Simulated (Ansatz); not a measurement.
# Worked example: correlation energy of HSiMg, quartet

Geometry: a point of a stretch scan, not a stationary point.

| atom | x (Å) | y (Å) | z (Å) |
| --- | --- | --- | --- |
| Si | 0.0000 | 0.0000 | 0.0131 |
| Mg | 0.0000 | 0.0000 | -2.4661 |
| H | 0.0000 | 0.0000 | 2.4531 |

Basis 6-31G; Ansatz 0.2.0. Only valence electrons are correlated (noble-gas cores frozen), which leaves 7 electrons in 18 orbitals. Prefix R: restricted or restricted open-shell reference. The metal's outer-core shells are frozen, which leaves out core–valence correlation.

Full CI is exact within this basis and frozen core; it isn't the basis-set limit.

RCCSD has a T1 diagnostic of 0.058 and a largest doubles amplitude of 0.24.

The cluster runs stand on a determinant 0.17 eV above the lowest RHF solution, chosen by a search with trial CCSD; the correlation energy below is counted from it.

Runs differ by some tens of microhartree through their thresholds and, for an open shell, their frozen cores, so steps under 0.03 kcal/mol mean nothing.

```
                                 level  total energy (hartree)
RHF determinant under the cluster runs             -488.909452
                                  RMP2             -488.963861
                                 RCCSD             -488.998922
                              RCCSD(T)             -489.003041
                                RCCSDT             -489.004564
                             RCCSDT(Q)             -489.004810
                               RCCSDTQ             -489.004780
                               full CI             -489.004767
```

Problem. What is the correlation energy at full CI, and what share of it do RMP2 and RCCSDT recover?

Solution. E(corr) = -489.004767 − (-488.909452) = -0.095315 hartree = -2.594 eV. RMP2: -0.054409 / -0.095315 = 57.08 %. RCCSDT: -0.095112 / -0.095315 = 99.79 %.

Problem. By how many kcal/mol does RCCSD(T) miss full CI (1 hartree = 627.509 kcal/mol), and which steps make up the rest?

Solution. -489.003041 − (-489.004767) = 0.001726 hartree = 1.08 kcal/mol. Steps: RCCSDT − RCCSD(T) = -0.96, RCCSDT(Q) − RCCSDT = -0.15, RCCSDTQ − RCCSDT(Q) = 0.02, full CI − RCCSDTQ = 0.01 kcal/mol. With more than one leading determinant such errors change with state and geometry, and needn't cancel in differences.
